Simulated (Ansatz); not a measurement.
A made-up structure of CH₂BSi, doublet:

```xyz
5
angstrom
B 0.5395 -0.4215 -0.3274
C -0.6159 0.4808 0.3735
Si -1.9733 1.5415 1.1972
H 0.2205 -1.5575 -0.9735
H 1.8292 -0.0434 -0.2698
```

It is relaxed with PBE-D4/def2-SVP and then PBE0-D4/def2-TZVP (Ansatz 0.2.0). Atoms count as bonded within 1.22 times the sum of their covalent radii (H–H: 0.88 Å). The end point is not checked to be a true minimum.

(1) Does its bonding change? (A judgement: the text doesn't fix the answer.)

## Answers

(1) By the calculation: No: no bond forms or breaks.

Where it ends: The first stage lowers the energy by 1.01 eV in 5 steps. It ends as CH₂BSi ([BH2][C][Si]):
B1  (0.482, -0.376, -0.292)
C2  (-0.550, 0.429, 0.334)
Si3  (-1.762, 1.376, 1.069)
H4  (0.197, -1.390, -0.869)
H5  (1.633, -0.039, -0.241)
(Å)

Labels in which every atom is bracketed show which atoms are joined, not bond orders.

For scale, one of the runs: PBE0-D4/def2-TZVP relaxation, 111 basis functions, launched by `ansatz run in.yaml --threads 2 --pin off --events-out ev --progress --plain --max-ram 4352MiB`. Hardware: 2 CPU threads of an Arm Neoverse V1, shared host. Wall time about 15 s.
